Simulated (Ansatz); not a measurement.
H3Si–NH2, H3Si–AsH2: atomization energies

Ansatz 0.2.0, basis cc-pVTZ; geometries are PBE0/def2-TZVP minima. Wave-function levels freeze the cores with the filled d shells of p-block atoms; HF, MP2 and coupled cluster are restricted for singlets and unrestricted otherwise, atoms included, restricted open-shell where a d shell is frozen. The reference is CCSDT(Q) (coupled cluster only where its series has nearly closed). An error is the level's value less the reference. None of these values is a measured one. Energies are electronic, without zero-point terms. No spin–orbit coupling and no scalar relativity. The species are chosen: bound, without strong static correlation by their natural occupations or amplitudes, in their lowest spin state as far as vertical gaps and like structures tell, and with a ladder that closes on the reference, so errors are smaller than for species at large; levels whose determinant breaks symmetry or spin markedly are left out.

```csv
species,bonds (Å),quantity,symmetry of the states,reference,value (kcal/mol),error CCSD,error CCSD(T),error CCSDT
"H3Si–NH2, singlet","N–Si 1.720, Si–H 1.486/1.494, N–H 1.007, angles at N 111/120°, angles at Si 107/108/110/116°",atomization,A',CCSDT(Q),500.3,-4.7,0.0,-0.3
"H3Si–AsH2, singlet","Si–As 2.367, Si–H 1.486, As–H 1.523, angles at As 92°, angles at Si 108/109/113°",atomization,A',CCSDT(Q),422.2,-4.0,-0.2,-0.2
```

The reference falls from N to As, by 78.1 kcal/mol in all.
